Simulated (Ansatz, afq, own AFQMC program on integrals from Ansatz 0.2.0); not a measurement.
**B2H2, singlet: a scan with AFQMC**

```xyz
4

B     0.0000    0.0000    0.7529
B     0.0000    0.0000   -1.0096
H     0.0000    1.0240    1.3765
H     0.0000   -1.0240    1.3765
```

The B1–B2 distance is changed with both sides rigid. Energies in kJ/mol count from this geometry (1.762 Å) at the same level; the start stands on RHF, each point on the determinant named.

Basis cc-pVDZ. Only valence electrons are correlated. Ansatz 0.2.0 and our own AFQMC program on the same integrals; the CISD trial comes from CCSD amplitudes, and released means the phaseless constraint is let go. Uncertainties: one standard error, sampling alone.

Cautions, each for one point or more: CCSDT(Q) on the RHF determinant differs, perhaps since the unrestricted series falls towards higher spin; CCSDT(Q) on the UHF determinant differs, perhaps since the unrestricted series falls towards higher spin; cluster runs in doubt by the program's own checks; higher spins were not checked; restricted determinant unstable towards unrestricted; strong correlation; the ph-AFQMC/CISD walk drifts between its halves; the search met a lower determinant of the same kind, perhaps of another symmetry, and this one is a saddle point; unrestricted determinant spin contaminated; walk and cluster series may follow different spin states.

| r(B1–B2) / Å | det. | T1 | weight | ⟨S²⟩ | wB97M-V | PBE0 | CCSD(T) |
| --- | --- | --- | --- | --- | --- | --- | --- |
| 1.388 | UHF†¶ | 0.018 | 0.84 | 1.01 | 74.4§ | 64.4§ | 74.0 |
| 2.148 | RHF | 0.014 | 0.87 | pure | 61.6 | 86.0§ | 44.7 |
| 2.794 | RHF | 0.020 | 0.83 | pure | 210.4 | 241.1§ | 172.8 |
| 3.858 | UHF¶ | 0.015 | 0.88 | 0.98 | 311.0§ | 332.1§ | 273.0 |

(1) Estimate the curve of CCSDT(Q), counted from the same start.

Answers

(1) 
```
r(B1–B2) / Å   det.     T1  weight  ⟨S²⟩  CCSDT(Q)  ph-AFQMC/CISD  released AFQMC
       1.388  UHF†¶  0.018    0.84  1.01      49.0    140.0 ± 1.3               –
       2.148    RHF  0.014    0.87  pure      44.7     45.4 ± 1.5               –
       2.794    RHF  0.020    0.83  pure     171.3    174.6 ± 1.8    173.6 ± 2.5*
       3.858   UHF¶  0.015    0.88  0.98     265.6    264.3 ± 1.8    267.6 ± 2.2*
```

Weight is that of the determinant in the CISD state; at the start T1 is 0.013 and the weight 0.87. ¶ marks points with a poor determinant and no full CI, where no value is sure; they don't count among the departures. An asterisk marks released energies that aren't shown to be converged. A dagger marks points whose determinant fills other symmetries than the start's, so the wave-function levels may follow another state there, or a degenerate partner. A dash marks a missing value, a released energy that hasn't settled or a functional that sits on another state. § marks a functional whose ⟨S²⟩ is too high by over 0.1 (wB97M-V, PBE0 at the start too). Largest departures from CCSDT(Q), at the points where its series has closed: CCSD(T) 1.5 kJ/mol at 2.794 (on RHF), ph-AFQMC/CISD 3.3 kJ/mol at 2.794 (on RHF) (within the noise). The functionals aren't scored here. In this small basis the wave-function levels are far from their limit, so their gap to the functionals isn't the functionals' error.

A walk keeps the symmetry of its determinant, which the program's search chose and which needn't be the lowest solution, so a lower state of the same spin and another symmetry isn't excluded.
